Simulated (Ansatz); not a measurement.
**Yttrium, hcp: convergence with the k-point mesh**

Computed with Ansatz, PBE, scalar-relativistic PAW, on the relaxed cell (a = 3.654 Å, c = 5.699 Å (c/a = 1.560); spin not included). Errors count from a run at 420 eV on a Γ-centred 16×16×9 mesh with Fermi-Dirac smearing of 0.1 eV, extrapolated to zero width. Fixed here: cutoff 420 eV, Fermi-Dirac width 0.1 eV. The SCF starts from atomic densities corrected by a trained network.

```csv
k-mesh,E(σ→0) error (meV/atom),P (GPa),SCF iterations
2×2×1,-613.7,-8.38,6
4×4×2,23.5,0.69,6
5×5×3,19.2,0.10,6
6×6×4,-7.4,-0.02,6
8×8×5,3.2,0.03,6
11×11×6,-0.6,-0.01,6
14×14×8,-0.2,0.00,6
```

Question: What does the run at 3×3×2 give (k-mesh)?

Answer: E(σ→0) error (meV/atom): 44.6; P (GPa): -0.67; SCF iterations: 6.

Within 5 meV/atom of the last row: from 8×8×5 on.
